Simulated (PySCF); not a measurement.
C₄H₆, SMILES C=CC=C.

The structure is a stationary point at r2SCAN-D4/def2-SVP. One conformer was computed; it need not be the lowest.

Level of theory: PBE/def2-TZVP run with PySCF.

Symmetry labels are those of the subgroup C2h that the program uses (full group C2h).

Computed valence orbital energies around the gap with their symmetry:
```csv
orbital,symmetry,energy (eV)
HOMO−7,Bu,-13.52
HOMO−6,Bu,-11.38
HOMO−5,Ag,-11.29
HOMO−4,Ag,-9.49
HOMO−3,Bu,-9.30
HOMO−2,Ag,-8.31
HOMO−1,Au,-8.05
HOMO,Bg,-5.81
LUMO,Au,-1.89
LUMO+1,Bg,0.50
LUMO+2,Bu,1.12
LUMO+3,Ag,1.35
```
